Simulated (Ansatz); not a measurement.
Mulliken charges of `N=C1CS1` from PBE/def2-TZVPP in Ansatz (PBE0-D4/def2-TZVP geometry).

```json
{"atom": "N1", "x (Å)": "-1.384", "y (Å)": "0.467", "z (Å)": "-0.890", "charge (e)": "-0.209"}
{"atom": "C2", "x (Å)": "-0.521", "y (Å)": "-0.157", "z (Å)": "-0.237", "charge (e)": "-0.001"}
{"atom": "C3", "x (Å)": "0.766", "y (Å)": "-0.181", "z (Å)": "0.445", "charge (e)": "-0.115"}
{"atom": "S4", "x (Å)": "-0.236", "y (Å)": "-1.730", "z (Å)": "0.421", "charge (e)": "-0.067"}
{"atom": "H5", "x (Å)": "-1.090", "y (Å)": "1.431", "z (Å)": "-1.047", "charge (e)": "0.163"}
{"atom": "H6", "x (Å)": "1.673", "y (Å)": "-0.202", "z (Å)": "-0.152", "charge (e)": "0.114"}
{"atom": "H7", "x (Å)": "0.854", "y (Å)": "0.304", "z (Å)": "1.413", "charge (e)": "0.114"}
```

Problem. By hand: the dipole of these point charges (1 e Å = 4.8032 D).

Solution. Σ q r = (0.328, 0.284, 0.080) e Å, of length 0.441 e Å = 2.12 D.

Problem. How does the dipole of the full density compare? (Estimate.)

Solution. Ansatz gave: (0.489, 0.281, 0.165) e Å, 2.82 D; the point charges give 0.75 times that, at 12° from its direction.

Point charges leave out the atoms' own dipoles, such as those of lone pairs, and Mulliken's split depends on the basis, so the two needn't agree.
